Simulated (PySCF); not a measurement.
Start geometry of `c1cc[p-]c1` from GFN2-xTB (Å):
```
atom  x, y, z in Å
C1    -0.719   -0.674   -0.045
C2     0.651   -0.740   -0.050
C3     1.241    0.498    0.027
P4     0.146    1.814    0.112
C5    -1.190    0.645    0.024
H6    -1.402   -1.505   -0.110
H7     1.215   -1.673   -0.106
H8     2.347    0.668    0.047
H9    -2.232    0.950    0.068
```

**Question.** What comes out of this run: PBE0-D3(BJ)/def2-SVP geometry optimisation, gas phase (PySCF 2.14.0)?

**Answer.** 
```
atom  x, y, z in Å
C1    -1.1643   -0.2509    0.0902
C2     0.2471   -0.3405    0.0483
C3     0.8678    0.9113    0.0887
P4    -0.2951    2.2347    0.1800
C5    -1.6187    1.0689    0.1605
H6    -1.8245   -1.1277    0.0686
H7     0.7886   -1.2935   -0.0092
H8     1.9551    1.0456    0.0644
H9    -2.6797    1.3398    0.2006
```

The energy falls by 3.3 kcal/mol over 8 energy and gradient evaluations, the largest force component goes from 0.0510 to 2.1e-04 Eh/bohr, and the atoms move by 0.032 Å rms after alignment. The bond that changes most is C3–P4 (ends: aromatic CH carbon; phosphorus bonded to 2 C), which lengthens by 0.050 Å. Bonds longer at the end by more than 0.005 Å: 6 of 9; shorter: 2. Among the angles that change most is P4–C3–H8, from 120.9° to 124.3°. Rotational constants go from 8298, 5194, 3195 to 7943, 5160, 3128 MHz. The orientation of the end geometry is arbitrary; only internal coordinates are fixed.

The run used 94 basis functions and 53 SCF cycles in all. The run took 21 s on one thread of an Arm Neoverse V1, on a shared host, and the process peaked at 0.39 GiB of memory.

Stationary, but not proved a minimum. The geometry's basis has no diffuse functions, a weakness for an anion.
